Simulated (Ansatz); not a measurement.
Several settings on one geometry of diborane mono Cl (B₂H₅Cl) (that of the charge 0 singlet, PBE-D4/def2-TZVP). Ansatz on 4 threads of Arm Neoverse V1 on a shared host; times are rough.

Cartesian coordinates in Å:
```
B -0.5979 -0.0997 0.5817
Cl -0.1406 -0.8231 2.1384
H -1.7371 0.2196 0.4118
H 0.1953 0.9388 0.2670
B 0.5809 0.1523 -0.7032
H 0.1848 0.6453 -1.7186
H 1.7178 -0.1703 -0.5249
H -0.2032 -0.8629 -0.4522
```

Totals from different functionals, basis sets or treatments of relativity can't be compared as stabilities.

The 6-31G sets use Cartesian d functions.

The spins typed aren't always the lowest for that charge.

Q: Give the basis size and estimate the energy, ⟨S²⟩, dipole and time of these runs.

| run | method | charge | state | further keys |
| --- | --- | --- | --- | --- |
| 1 | RKS SVWN5/cc-pVDZ | 0 | singlet | fitting: {mean_field: cc-pVTZ-jkfit}; scf: {omitted_lower_state_checks: [starts]}; forces asked |
| 2 | RKS r2SCAN50/def2-SVPD | 0 | singlet | final_grid: {core_spheres: 5, valence_spheres: 4, degree: 11} |
| 3 | UKS ωPBEh/6-31++G** | 0 | triplet | scf: {omitted_lower_state_checks: [starts]}; forces asked |

A: 
| run | functions | energy (Eh) | ⟨S²⟩ | dipole (D) | wall time |
| --- | --- | --- | --- | --- | --- |
| 1 | 71 | -510.8138 | – | 0.85 | 0.3 s |
| 2 | 107 | -512.6736 | – | – | 0.9 s |
| 3 | 91 | -512.4775 | 2.01 | 2.28 | 2.9 s |
